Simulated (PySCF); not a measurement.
# doublet [B2]− at 6 levels

Aim: a comparison of 6 runs (UHF/STO-3G, UHF/3-21G, U-wB97M-V/aug-cc-pVTZ, U-wB97X/aug-cc-pVTZ, UB2PLYP/aug-cc-pVTZ, USCS-MP2/aug-cc-pVTZ) of doublet [B2]−. Input form: a Python script.

Program for the calculation: PySCF 2.14.0.

5 further runs of the same task are left out: 5 set aside as unsound or not needed.

### 1 The structure to begin with

[B2]− has 2 atoms, charge -1, and is taken as a doublet. As SMILES of the parent species, `B#B`. The shape is that of a GFN2-xTB optimisation. That shape belongs to the parent species and isn't relaxed for this state.

Bond lengths: B1–B2 1.405 Å.

### 2 A single-point energy at UHF/STO-3G (run 1)

Contents of run.py:

```python
from pyscf import gto, scf

mol = gto.M(
    atom='''
B    0.000000   0.000000   0.000000
B    0.000000   0.000000   1.405120
''',
    verbose=3,
    spin=1,
    max_memory=1860,
    charge=-1,
    basis='sto-3g',
)

hf = scf.UHF(mol)
hf.conv_tol = 1e-10
hf.kernel()
if not hf.converged:
    hf = hf.newton().run(hf.mo_coeff, hf.mo_occ)

e_final = hf.e_tot
print('E = %.10f Eh' % e_final)
```

Started as:

```
$ OMP_NUM_THREADS=1 python run.py
```

The program printed:

```text
converged SCF energy = -48.1550360557463  <S^2> = 0.75058941  2S+1 = 2.0005893
E = -48.1550360557 Eh
```

Run time: 0.44 s. Hardware: 1 thread of Arm Neoverse V2, shared host; peak memory 0.099 GiB.

### 3 The energy at UHF/3-21G (run 2)

Contents of input.py:

```python
from pyscf import gto

mol = gto.M(
    atom='''
B      0.000000     0.000000     0.000000
B      0.000000     0.000000     1.405120
''',
    charge=-1,
    verbose=3,
    basis='3-21g',
    max_memory=1860,
    spin=1,
)

mf = mol.UHF()
mf.conv_tol = 1e-10
mf.kernel()
if not mf.converged:
    mf = mf.newton().run(mf.mo_coeff, mf.mo_occ)

etot = mf.e_tot
print('E(%s) = %.9f' % ('HF', etot))
```

Started as:

```
$ OMP_NUM_THREADS=1 python input.py
```

The program printed:

```text
converged SCF energy = -48.7694179939079  <S^2> = 0.753124  2S+1 = 2.0031216
E(HF) = -48.769417994
```

Run time: 0.54 s. Hardware: 1 thread of Arm Neoverse V2, shared host; peak memory 0.12 GiB.

### 4 A single-point energy at U-wB97M-V/aug-cc-pVTZ (run 3)

Contents of calc.py:

```python
from pyscf import gto, dft

mol = gto.Mole()
mol.atom = 'B 0.000000 0.000000 0.000000; B 0.000000 0.000000 1.405120'
mol.charge = -1
mol.max_memory = 1860
mol.spin = 1
mol.verbose = 4
mol.basis = 'aug-cc-pvtz'
mol.build()

ks = dft.UKS(mol)
ks.xc = 'wb97m-v'
ks.conv_tol = 1e-10
ks.grids.level = 5
ks.nlcgrids.level = 1
ks.kernel()
if not ks.converged:
    ks = ks.newton().run(ks.mo_coeff, ks.mo_occ)

e_tot = ks.e_tot
print(f'total energy: {e_tot:.8f} hartree')
```

Started as:

```
$ OMP_NUM_THREADS=1 python calc.py
```

The program printed:

```text
PySCF version 2.14.0

[INPUT] num. atoms = 2
[INPUT] num. electrons = 11
[INPUT] charge = -1
[INPUT] spin (= nelec alpha-beta = 2S) = 1
[INPUT] symmetry False subgroup None
[INPUT] Mole.unit = angstrom
[INPUT] Symbol           X                Y                Z      unit          X                Y                Z       unit  Magmom
[INPUT]  1 B      0.000000000000   0.000000000000   0.000000000000 AA    0.000000000000   0.000000000000   0.000000000000 Bohr   0.0
[INPUT]  2 B      0.000000000000   0.000000000000   1.405120000000 AA    0.000000000000   0.000000000000   2.655291972149 Bohr   0.0

nuclear repulsion = 9.41516046529834
number of shells = 26
number of NR pGTOs = 116
number of NR cGTOs = 92
basis = aug-cc-pvtz
ecp = {}

[... 43 lines left out ...]
WARN: beta  nocc = 5  HOMO -0.160266075499603 >= LUMO -0.160266075499592
[... 42 lines left out ...]
converged SCF energy = -49.4202499436257  <S^2> = 0.75270024  2S+1 = 2.0026984
total energy: -49.42024994 hartree
```

Wall time 32 s (1 thread of Arm Neoverse V2, shared host); peak memory 0.48 GiB.

Runs 4 to 5 aren't shown in full; the table further down has their settings and results.

### 5 A single-point energy at USCS-MP2/aug-cc-pVTZ (run 6)

Contents of run.py:

```python
from pyscf import gto, mp

mol = gto.M(
    atom=[
    ('B', (0.000000, 0.000000, 0.000000)),
    ('B', (0.000000, 0.000000, 1.405120)),
],
    verbose=3,
    basis='aug-cc-pvtz',
    spin=1,
    charge=-1,
    max_memory=1860,
)

mf = mol.UHF()
mf.conv_tol = 1e-10
mf.kernel()
if not mf.converged:
    mf = mf.newton().run(mf.mo_coeff, mf.mo_occ)

pt = mp.MP2(mf, frozen=2).run()
energy = mf.e_tot + 1.2 * pt.e_corr_os + pt.e_corr_ss / 3
print(f'total energy: {energy:.8f} hartree')
```

Started as:

```
$ OMP_NUM_THREADS=1 python run.py
```

The program printed:

```text
converged SCF energy = -49.0831015005186  <S^2> = 0.76208956  2S+1 = 2.0120532
E(UMP2) = -49.2945400842619  E_corr = -0.211438583743314
E(SCS-UMP2) = -49.2949302786873  E_corr = -0.211828778168642
total energy: -49.29493028 hartree
```

Wall time 2.3 s (1 thread of Arm Neoverse V2, shared host); peak memory 0.2 GiB.

### 6 Overview of the runs

```
run                  level  integration grid  nlc grid  energy (Eh)  HOMO energy (eV)  LUMO energy (eV)   ⟨S²⟩  wall time
  1             UHF/STO-3G                 –         –   -48.155036              4.72             14.49  0.751     0.44 s
  2              UHF/3-21G                 –         –   -48.769418             -0.83              6.75  0.753     0.54 s
  3  U-wB97M-V/aug-cc-pVTZ                 5         1   -49.420250             -1.59              3.20  0.753       32 s
  4    U-wB97X/aug-cc-pVTZ                 5         –   -49.418286             -1.80              3.67  0.755       13 s
  5    UB2PLYP/aug-cc-pVTZ                 5         –   -49.406419             -0.42              2.91  0.756       12 s
  6   USCS-MP2/aug-cc-pVTZ                 –         –   -49.294930             -1.72              3.59  0.762      2.3 s
```

### 7 Results

| quantity | value |
| --- | --- |
| run 6: total energy | -49.29493 Eh |
| run 6: HOMO energy (Hartree–Fock orbitals) (highest over α and β) | -1.72 eV |
| run 6: LUMO energy (Hartree–Fock orbitals) (lowest over α and β) | 3.59 eV |
| run 6: correlation energy (2 core orbitals frozen) | -211.8 mEh |
| run 6: ⟨S²⟩ of the reference determinant | 0.762 |

Totals of different functionals can't be ranked against each other. In run 1 the HOMO lies above zero, so the outermost electron may be held by the basis alone. In run 1 the basis is minimal, so the values are rough. All runs together took 59 s, the longest 32 s.
